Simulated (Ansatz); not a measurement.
Abridged output of a molecular run in Ansatz:

```
Functional definition: HF
848 factors; integrals over basis functions are off by at most 8.6e-4 eV
mean field evaluation 1: about -20140.6565 eV, gradient 3.2e1 eV
mean field evaluation 2: about -20140.7633 eV, gradient 3.3e1 eV
mean field evaluation 4: about -20142.9653 eV, gradient 2.2e0 eV
mean field evaluation 8: about -20143.0097 eV, gradient 2.4e-1 eV
mean field evaluation 16: about -20143.0101 eV, gradient 2.2e-6 eV
mean field -20143.01009685 eV, -740.2419676365 hartree, gradient 2.2e-6 eV, S^2 0.000000; 0 other end points of the search recorded, 0 dependent functions left out
11 core orbitals not correlated: weight in the atoms' cores, before any rotation towards them, 1.000 or more for the frozen orbitals, at most 0.000 for the correlated occupied ones
reference -20143.01009685 eV, -740.2419676365 hartree; 9, 9 occupied and 123, 123 virtual orbitals, 848 factors
second order -13.77338167 eV of doubles, -0.00000000 eV of singles
cycle   1  -14.11118952 eV  change   -3.4e-1 eV  update   8.2e-2
cycle   2  -14.42858578 eV  change   -3.2e-1 eV  update   2.5e-2
cycle   3  -14.51016978 eV  change   -8.2e-2 eV  update   1.4e-2
cycle   4  -14.50244553 eV  change    7.7e-3 eV  update   3.0e-3
cycle   5  -14.50083330 eV  change    1.6e-3 eV  update   1.2e-3
cycle   6  -14.50116286 eV  change   -3.3e-4 eV  update   3.8e-4
cycle   7  -14.50097626 eV  change    1.9e-4 eV  update   1.3e-4
cycle   8  -14.50093850 eV  change    3.8e-5 eV  update   4.1e-5
cycle   9  -14.50095540 eV  change   -1.7e-5 eV  update   1.7e-5
perturbative correction -0.49639128 eV, -0.0182420429 hartree
Total energy: -20158.00744353 eV, -740.7931099614 hartree
```

Its atoms:

```xyz
5

F    -1.0508    1.8453    0.2482
Al   -0.2765    0.3975    0.3574
S     0.4816   -0.4304   -1.4981
H    -0.1237   -0.3018    1.7541
H     0.9694   -1.5106   -0.8616
```

(1) Which basis set was used?
A. def2-TZVPPD
B. def2-SVPD
C. def2-QZVPP
D. def2-TZVPP

(2) Write the keys of the input that set method, charge and spin (a neutral closed shell needs none for the last two).

Answers

(1) D. It gives 143 functions.

(2) 
```yaml
correlation: {method: ccsd_t}
```
